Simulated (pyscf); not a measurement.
PySCF, gas phase, ωB97X-D3(BJ)/def2-SVP geometries.

InH₃ + H₂ -> InH [singlet] + H₂ + H₂
Surface: singlet. Broken: H–In, H–In, H–H. Formed: H–H, H–H. Give ΔE‡ and ΔE from ωB97M-D3(BJ)/def2-TZVP, relative to the separated reactants.

ΔE‡ = 221.3 kJ/mol, ΔE = +15.9 kJ/mol. Zero-point energy shifts the barrier by +4.2 kJ/mol. It is a multi-bond step, with an imaginary mode of 2030i cm⁻¹. One saddle was located; it need not be the lowest between these sides. Elements past Kr carry the def2 core potentials, without spin-orbit coupling.
